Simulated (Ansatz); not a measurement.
Reaction (SMILES): O=S(F)F + 3 [H][H] (H2) → 2 F (HF) + O (H2O) + S (H2S)
B3LYP-D3(BJ)/def2-TZVP geometries, fixed; electronic energies without zero-point terms.

Basis-set convergence of the energy of full hydrogenation at HF with Ansatz (a quantum-chemistry and plane-wave program). Cartesian d functions, on some or all atoms, in 6-31G*, 6-31+G*, 6-311G**, 6-311+G**; all else is spherical. No added dispersion term, no relativity. Functions are those of the species that has most. Reference: the value in pcseg-4, -77.23 kcal/mol, itself unsure by roughly 0.56 kcal/mol (its mean distance from aug-pcseg-3, aug-cc-pV(Q+d)Z, cc-pV(5+d)Z). Deviations are taken from unrounded values.

```
basis            functions  energy of full hydrogenation (kcal/mol)
---------------  ---------  ---------------------------------------
def2-SVP                60                                  -107.53
def2-SVPD               96                                  -114.65
pcseg-1                 60                                  -109.67
aug-pcseg-1             96                                  -107.59
6-31G*                  64                                   -76.00
6-31+G*                 80                                   -87.42
cc-pV(D+d)Z             65                                   -98.04
aug-cc-pV(D+d)Z        101                                  -100.00
6-311G**                81                                  -111.46
6-311+G**               97                                  -118.32
pcseg-2                124                                   -83.25
aug-pcseg-2            188                                   -81.31
cc-pV(T+d)Z            129                                   -78.14
aug-cc-pV(T+d)Z        193                                   -80.07
def2-TZVP              130                                   -75.82
def2-TZVPD             166                                   -77.85
def2-TZVPP             135                                   -80.16
def2-TZVPPD            171                                   -80.95
cc-pV(Q+d)Z            229                                   -77.38
aug-cc-pV(Q+d)Z        329                                   -78.33
def2-QZVPP             241                                   -78.20
def2-QZVPPD            277                                   -78.51
pcseg-3                244                                   -77.54
aug-pcseg-3            344                                   -77.43
```

What the diffuse functions change, pair by pair:
- def2-SVP to def2-SVPD: 36 more functions, deviation -30.30 to -37.42 kcal/mol
- pcseg-1 to aug-pcseg-1: 36 more functions, deviation -32.44 to -30.36 kcal/mol
- 6-31G* to 6-31+G*: 16 more functions, deviation 1.23 to -10.19 kcal/mol
- cc-pV(D+d)Z to aug-cc-pV(D+d)Z: 36 more functions, deviation -20.81 to -22.77 kcal/mol
- 6-311G** to 6-311+G**: 16 more functions, deviation -34.23 to -41.09 kcal/mol
- pcseg-2 to aug-pcseg-2: 64 more functions, deviation -6.01 to -4.08 kcal/mol
- cc-pV(T+d)Z to aug-cc-pV(T+d)Z: 64 more functions, deviation -0.91 to -2.84 kcal/mol
- def2-TZVP to def2-TZVPD: 36 more functions, deviation 1.41 to -0.61 kcal/mol
- def2-TZVPP to def2-TZVPPD: 36 more functions, deviation -2.92 to -3.71 kcal/mol
- cc-pV(Q+d)Z to aug-cc-pV(Q+d)Z: 100 more functions, deviation -0.15 to -1.10 kcal/mol
- def2-QZVPP to def2-QZVPPD: 36 more functions, deviation -0.97 to -1.28 kcal/mol
- pcseg-3 to aug-pcseg-3: 100 more functions, deviation -0.31 to -0.20 kcal/mol

They bring the value nearer the reference by more than 0.56 kcal/mol in 3 of 12 pairs.
